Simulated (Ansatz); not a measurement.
## Ansatz (development build ahead of 0.2.0) run

```yaml
crystal:
  periodic: [false, false, false]
  atoms:
    - { symbol: C, position_ang: [0.0, 0.0, -0.6204] }
    - { symbol: O, position_ang: [0.0, 0.0, 0.6204] }
basis:
  gaussian: { orbitals: "6-31G" }
magnetization:
  spin_polarized: true
hamiltonian:
  xc: hf
correlation:
  method: ccsd_t
  frozen_orbitals: { C: 1, O: 1 }
```

The input is written out in the form of the current development build from the run's settings.

Output:

| Property | Result |
| --- | --- |
| Converged | yes |
| Reference energy | -112.64414 hartree |
| Correlation energy | -0.23431 hartree |
| Total energy | -112.87845 hartree |
